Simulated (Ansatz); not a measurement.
Two shapes of singlet SO₂.

Shape 1:

```xyz
3

S     0.0283    0.0138   -0.4102
O    -0.0170    1.2947    0.3556
O    -0.0058   -1.2997    0.3777
```

Shape 2:

```xyz
3

S     0.0069    0.0068   -0.3738
O    -0.0053    1.2583    0.3746
O    -0.0062   -1.2445    0.3765
```

Basis set: STO-3G (spherical functions). Frozen core: 7 orbitals. Charge 0, multiplicity 1.

Computed with Ansatz (development build ahead of 0.2.0); each method stands on the lowest determinant of its kind that the runs found.

**Question.** Which shape is lower in energy, and by how much in each method?

**Answer.**

```tsv
method	E(2) − E(1) (eV)
RHF	0.464
RHF-MP2	0.824
```

Shape 1 is lower. Caution: in another basis set an unrestricted determinant lies well below; no unrestricted run beside it, a lower state can exist.
